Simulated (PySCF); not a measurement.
# Gas-phase XPS of `F[C@@H]1C=C1Cl`, computed

C3H2ClF.
Atom-mapped SMILES: `[F:1][C@@H:2]1[CH:3]=[C:4]1[Cl:5]`

Cartesian coordinates in Å at the PBE0-D3(BJ)/def2-SVP level; atoms count from 1:
```
atom  x, y, z in Å
F1     1.547   -0.464    0.920
C2     0.267   -0.541    0.447
C3    -0.025   -0.066   -0.928
C4    -0.432    0.680    0.064
Cl5   -1.197    2.084    0.592
H6    -0.229   -1.412    0.902
H7     0.087   -0.255   -1.993
```

Computed, not measured: delta-SCF UKS SCAN, pcX-2 on the ionised atom, pcseg-1 elsewhere, spin-free X2C in PySCF. Each binding energy is the total energy of the core-ionised species, with the hole localised on one atom, minus that of the ground state; both are solved self-consistently, so orbital relaxation is included.

Question: What binding energy does each computed site have?

Answer: 
```
atom(s)                  bonded to     level  binding energy (eV)  2p1/2 (eV)  above the level's lowest (eV)  count
    Cl5                          C  Cl 2p3/2               207.13      208.78                           0.00      1
     C3   C (double bond), C and H      C 1s               291.44           –                           0.00      1
     C4  Cl, C (double bond) and C      C 1s               292.79           –                          +1.35      1
     C2               F, 2 C and H      C 1s               293.75           –                          +2.31      1
     F1                          C      F 1s               692.31           –                           0.00      1
    Cl5                          C     Cl 1s              2829.75           –                           0.00      1
```

The listed C 1s values span 2.31 eV, from C3 (bonded to C (double bond), C and H) to C2 (bonded to F, 2 C and H).

Question: Which effective nuclear charge Zeff reproduces each element's mean 1s value in the hydrogen-like formula E = 13.606 eV × Zeff²?

Answer: C (Z = 6): mean 292.7 eV, Zeff = 4.64, Z − Zeff = 1.36; F (Z = 9): mean 692.3 eV, Zeff = 7.13, Z − Zeff = 1.87; Cl (Z = 17): mean 2829.8 eV, Zeff = 14.42, Z − Zeff = 2.58. Means run over the listed sites, weighted by atom count.

Question: Which photon wavelength matches the C 1s of C2 threshold?

Answer: λ = hc/E = 12398.42 eV Å / 293.75 eV = 42.207 Å.

The 2p values add to the ΔSCF energy of one spin-free hole a correction within the shell (spin–orbit coupling, ligand field). 2p1/2 minus 2p3/2 (ligand field included): Cl 1.66 eV. Geometry: PBE0-D3(BJ)/def2-SVP; no solvent, vibrations or thermal averaging.
